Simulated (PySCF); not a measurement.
Some computed properties have been withheld. Give your best values.

Compound: [1.1.1]propellane, C₅H₆.
InChI=1S/C5H6/c1-4-2-5(1,4)3-4/h1-3H2

```tsv
property	level	value
point group of the GFN2-xTB geometry	GFN2-xTB	D3h
rotational constants A, B, C of the GFN2-xTB geometry	GFN2-xTB	?
dipole moment	B3LYP/def2-SVPD	0.00 D
HOMO energy	B3LYP/def2-SVPD	?
LUMO energy	B3LYP/def2-SVPD	-0.17 eV
lowest singlet excitation	TDDFT B3LYP/def2-SVPD	7.16 eV (173 nm, f = 0.000)
strongest line among the 8 lowest singlet transitions	TDDFT B3LYP/def2-SVPD	S2 at 7.53 eV (165 nm, f = 0.318)
lowest triplet excitation (Tamm–Dancoff)	TDA B3LYP/def2-SVPD	?
static isotropic polarisability	B3LYP/def2-SVPD	51.9 au
electronic spatial extent ⟨r²⟩ about the centre of nuclear charge	B3LYP/def2-SVPD	295 bohr²
13C chemical shifts (computed TMS as zero) by class	GIAO PBE0/pcSseg-1	79.8 (3 C), 0.9 (2 C) ppm
1H chemical shifts (computed TMS as zero) by class	GIAO PBE0/pcSseg-1	2.06 (6 H) ppm
largest of the computed one-bond spin–spin couplings (means over like bonds)	B3LYP/pcJ-1, spin–dipole term left out	13C–1H +167.2 (×6), 13C–13C +30.3, 13C–13C +11.5 (×6) Hz
```

Gas-phase values; electronic properties from PySCF, density fitting. Geometry: GFN2-xTB; no solvent, vibrations or thermal averaging.

Q: Give the HOMO energy.

A: -7.38 eV.

Q: What are the rotational constants A, B, C of the GFN2-xTB geometry?

A: 8.717, 8.714, 5.930 GHz.

Q: What is the lowest triplet excitation (Tamm–Dancoff)?

A: 4.52 eV.

The rotational constants are those of an oblate symmetric top; the small spread among constants that symmetry makes equal is optimisation noise. The 8 singlets span 7.16 to 8.59 eV, and their oscillator strengths add up to 0.47. The polarisability is 7.69 Å³ as a volume (1 au = 0.148185 Å³), or 1.44 au for each of the 36 electrons. The vertical singlet–triplet gap S1 − T1 is 2.64 eV (TDDFT singlet less Tamm–Dancoff triplet; S1: HOMO→LUMO+1, weight 1.00; T1: HOMO→LUMO, weight 0.98). No computed singlet falls in the visible range (750 to 380 nm, 1.65 to 3.26 eV); S1 lies 3.90 eV above its blue end.
